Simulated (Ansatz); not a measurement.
Two isomers of C5H6: A = `C#C/C=C/C`, B = `C#CC1CC1`.

Calculated with Ansatz (gas phase, PBE0-D4/def2-TZVP geometries, no zero-point term in ΔE). CCSD(T)/CBS is the MP2 limit (def2-TZVPP, def2-QZVPP) plus CCSD(T) − MP2 in def2-TZVPP, frozen cores. Functionals use def2-TZVPP.

(1) Which isomer does CCSD(T)/CBS put lower? Give the gap. (An estimate is asked.)

(2) Give E(B) − E(A) in kcal/mol with PBE-D4, HF/def2-TZVPP, B2PLYP, MP2/def2-TZVPP, r2SCAN-D4, CCSD/def2-TZVPP, PBE0-D4. (Estimate.)

(3) Does the order hold for the free energy at 298.15 K (harmonic terms from PBE0-D4)? (Estimate.)

Largest T1 diagnostic: 0.012.

## Answers

(1) Computed: A, by 9.5 kcal/mol.

(2) Ansatz gave: PBE-D4 8.7, HF/def2-TZVPP 11.3, B2PLYP 10.6, MP2/def2-TZVPP 6.8, r2SCAN-D4 8.8, CCSD/def2-TZVPP 8.8, PBE0-D4 6.6. None reverses the order clearly.

(3) The calculation gave: Yes: G(B) − G(A) = +11.1 kcal/mol.

From BLYP to BHLYP (50 % exact exchange), in def2-TZVPP and without D4, E(B) − E(A) moves by −4.0 kcal/mol. Leaving LDA and LC-ωPBE aside and taking each functional with its dispersion term where it has one, the values, not all of them listed here, spread over 8.4 kcal/mol, from PBE-QIDH to BLYP-D4. LDA lies −3.4 kcal/mol from PBE without D4.
